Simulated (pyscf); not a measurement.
**Substitution at C: H₃C–Se–CH₃ (SMILES C[Se]C) + H• (SMILES [H]) → CH₄ (SMILES C) + H₃C–Se• (SMILES C[Se])**

Gas phase, doublet surface, charge 0. Bonds broken: C1–Se2. Bonds formed: C1–H10. PySCF, gas phase, ωB97X-D3(BJ)/def2-SVP geometries.

Transition state (Å):

```xyz
10

C     -1.9471     0.1726     0.1747
Se    -0.1521     1.3560     0.2967
C      0.9294     0.1035    -0.7132
H     -2.0521     0.1543    -0.9134
H     -1.5812    -0.7245     0.6814
H     -2.6074     0.8388     0.7368
H      0.9846    -0.8700    -0.2047
H      0.5354    -0.0269    -1.7315
H      1.9436     0.5234    -0.7797
H     -3.2576    -0.7134     0.0736
```

One imaginary mode, 1420i cm⁻¹; descent along it reached the two sides named.

```
bond    change  reactant side (Å)  saddle  product side
------  ------  -----------------  ------  ------------
C1–Se2  breaks              1.938   2.153           3.6
C1–H10   forms                3.7   1.585         1.100
```

Electronic energies relative to the separated reactants (kJ/mol):

```tsv
level	barrier	reaction energy	reverse barrier
ωB97X-D3(BJ)/def2-TZVP	73.0	-168.6	241.6
PBE/def2-TZVP	38.4	-168.1	206.5
r²SCAN/def2-TZVP	35.5	-177.1	212.7
B3LYP-D3(BJ)/def2-TZVP	42.4	-186.0	228.4
PBE0-D3(BJ)/def2-TZVP	52.2	-167.1	219.4
M06-2X/def2-TZVP	62.1	-184.6	246.7
ωB97M-D3(BJ)/def2-TZVP	66.2	-182.7	248.9
HF/def2-TZVP	112.3	-195.1	307.4
```

With ωB97M-D3(BJ)/def2-TZVP energies and thermal terms (ideal gas, 1 atm, RRHO with modes under 100 cm⁻¹ raised to 100, one conformer, R ln 2 for rigid chiral ones), in kJ/mol:

| T (K) | ΔH‡ | ΔG‡ | ΔH | ΔG |
|---|---|---|---|---|
| 298 | 67.2 | 93.7 | -169.6 | -177.4 |
| 600 | 65.2 | 121.4 | -175.2 | -183.3 |
| 900 | 63.7 | 149.9 | -181.3 | -186.0 |
| 1200 | 62.3 | 178.9 | -187.1 | -186.7 |

Abstraction by the radical was not located in this set and often lies lower. This is the saddle that the search found; another between the same sides may lie lower. The angle at the attacked C is 179°. Elements up to Kr have no core potential and no relativistic terms here.
